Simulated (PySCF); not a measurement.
Species: C2H3Cl3.
Z-matrix (Å and degrees, PBE0-D3(BJ)/def2-SVP geometry), rows numbered from 1:
```
C 
C   1  1.5094
Cl  2  1.7824  1  109.97
Cl  2  1.7825  1  109.97  3  -119.94
Cl  2  1.7814  1  110.03  3   120.04
H   1  1.0989  2  109.39  3   -59.77
H   1  1.0985  2  109.40  3  -179.78
H   1  1.0984  2  109.39  3    60.25
```

A calculation gives these core lines: C 1s: 291.86 (area 1), 295.43 (area 1) eV; Cl 1s: 2829.15 eV; Cl 2p3/2: 206.58 eV.

Method: delta-SCF UKS SCAN, pcX-2 on the ionised atom, pcseg-1 elsewhere, spin-free X2C in PySCF 2.14.0. Isolated species at its PBE0-D3(BJ)/def2-SVP geometry, gas phase.

Assign the C 1s lines to atoms.

291.86 eV: C1 (methyl carbon); 295.43 eV: C2 (CCl3 carbon). The listed C 1s values span 3.57 eV, from C1 (bonded to C and 3 H) to C2 (bonded to 3 Cl and C). Summing the Pauling electronegativity differences to the bonded atoms, each weighted by its formal bond order, gives -1.05 for the lowest site and +1.83 for the highest.

Bonded neighbours of each site: C1: C and 3 H; C2: 3 Cl and C; Cl3/Cl4/Cl5: C.

Which effective nuclear charge Zeff reproduces each element's mean 1s value in the hydrogen-like formula E = 13.606 eV × Zeff²?

C (Z = 6): mean 293.6 eV, Zeff = 4.65, Z − Zeff = 1.35; Cl (Z = 17): mean 2829.2 eV, Zeff = 14.42, Z − Zeff = 2.58. Means run over the listed sites, weighted by atom count.

Atoms equivalent by their bonding share one computed value, that of the first of them. 2p3/2 and 2p1/2 are the ΔSCF energy of one spin-free 2p hole plus the eigenvalues of a spin–orbit and ligand-field matrix of the shell. 2p1/2 minus 2p3/2 (ligand field included): Cl 1.65 eV.
